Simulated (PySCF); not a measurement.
Molecule (SMILES): [H][H] (H2).
Geometry (B3LYP-D3(BJ)/def2-TZVP, fixed):
```xyz
2

H      0.0000     0.0000    -0.3720
H      0.0000     0.0000     0.3720
```

Basis-set convergence of the isotropic shielding of H1 at PBE0 with PySCF. GIAO, no density fitting; atoms are numbered in the order shown. All functions are spherical. No added dispersion term, no relativity. Reference: the value in pcSseg-3, 26.61 ppm, itself unsure by roughly 0.02 ppm (its mean distance from pcseg-4, cc-pCVQZ, cc-pV5Z). Deviations are taken from unrounded values.

| basis | functions | isotropic shielding of H1 (ppm) | minus reference (ppm) |
|---|---|---|---|
| STO-3G | 2 | 27.71 | 1.10 |
| 3-21G | 4 | 27.13 | 0.52 |
| 6-31G* | 4 | 27.27 | 0.66 |
| def2-SV(P) | 4 | 26.96 | 0.35 |
| 6-31G** | 10 | 26.73 | 0.12 |
| def2-SVP | 10 | 26.51 | -0.10 |
| 6-311G** | 12 | 26.76 | 0.15 |
| def2-TZVP | 12 | 26.74 | 0.13 |
| aug-pcseg-1 | 18 | 26.51 | -0.10 |
| def2-TZVPP | 28 | 26.65 | 0.04 |
| aug-pcseg-2 | 46 | 26.64 | 0.03 |
| def2-QZVPP | 60 | 26.64 | 0.03 |
| aug-pcseg-3 | 98 | 26.61 | 0.01 |

The smallest set listed that lies within 0.2 ppm of the reference with all its larger relatives (same family, alike in diffuse functions; a set with none counts only in the reference's own line) is 6-31G** (10 functions, 0.12 ppm off), level with def2-SVP.
